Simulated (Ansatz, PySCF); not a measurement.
Bond stretch in NaCl, singlet.

- RKS-PBE = Ansatz (an electronic-structure program) with restricted PBE/aug-cc-pVDZ
- UKS-PBE = unrestricted PBE/aug-cc-pVDZ (Ansatz)
- UKS-r2SCAN = unrestricted r2SCAN/aug-cc-pVDZ run with PySCF
- UCCSD(T) = CCSD(T) on UHF/aug-cc-pVDZ, 6 core orbitals frozen (PySCF)

Energies relative to the lowest point of each curve near equilibrium, in kcal/mol; the last columns give the difference from UCCSD(T):

```tsv
R / Å	RKS-PBE	UKS-PBE	UKS-r2SCAN	UCCSD(T)	RKS-PBE − UCCSD(T)	UKS-PBE − UCCSD(T)	UKS-r2SCAN − UCCSD(T)
1.88	39.1	39.1	40.0	41.9	-2.8	-2.8	-1.9
2.02	16.5	16.5	16.8	18.1	-1.6	-1.6	-1.3
2.14	6.3	6.3	6.3	7.2	-1.0	-1.0	-0.9
2.22	2.5	2.5	2.5	3.1	-0.6	-0.6	-0.6
2.30	0.6	0.6	0.6	0.9	-0.3	-0.3	-0.3
2.36	0.0	0.0	0.0	0.1	-0.1	-0.1	-0.1
2.45	0.2	0.2	0.2	0.0	0.2	0.2	0.2
2.50	0.7	0.7	0.8	0.4	0.3	0.3	0.4
2.61	2.6	2.6	2.8	2.0	0.6	0.6	0.7
2.73	5.4	5.4	5.7	4.6	0.7	0.7	1.1
2.93	11.0	11.0	11.6	10.1	0.9	0.9	1.5
3.16	17.9	17.9	18.8	17.1	0.8	0.8	1.7
3.51	27.9	27.9	29.2	27.5	0.4	0.4	1.7
3.89	37.2	37.2	39.2	37.7	-0.5	-0.5	1.5
4.22	43.9	43.9	46.6	45.4	-1.5	-1.5	1.2
4.71	51.6	51.2	54.8	54.8	-3.3	-3.7	0.0
5.16	56.7	55.6	59.9	61.8	-5.1	-6.2	-1.9
5.77	61.5	59.6	64.4	69.3	-7.8	-9.7	-4.9
6.39	64.8	62.2	67.3	—	—	—	—
7.10	67.4	64.1	69.5	—	—	—	—
8.26	70.0	66.1	71.6	—	—	—	—
9.37	71.5	67.4	73.0	—	—	—	—
```

RKS-PBE is furthest from UCCSD(T) at 5.77 (-7.8 kcal/mol, below); its mean absolute difference over the points is 1.6 kcal/mol.

UKS-PBE is furthest from UCCSD(T) at 5.77 (-9.7 kcal/mol, below); its mean absolute difference over the points is 1.8 kcal/mol.

UKS-r2SCAN is furthest from UCCSD(T) at 5.77 (-4.9 kcal/mol, below); its mean absolute difference over the points is 1.2 kcal/mol.

A dash means that the run gave no value there, or that the column was ended at a point which the program doubted or which failed a test of continuity chosen for this set; such a test can also cut sound points.

The restricted form behind RKS-PBE keeps the bonding electrons paired and can't separate into open-shell fragments. The unrestricted determinant behind UKS-PBE, UKS-r2SCAN is spin-contaminated at 4.71 to 9.37 Å (<S²> up to 0.5, against 0.00 for a pure singlet). At the longest distance UKS-r2SCAN leaves fractional charges on the fragments, a sign of delocalisation error or of the restricted form. The unrestricted determinant behind UCCSD(T) is spin-contaminated at 6.39 to 9.37 Å (<S²> up to 1.0, against 0.00 for a pure singlet).
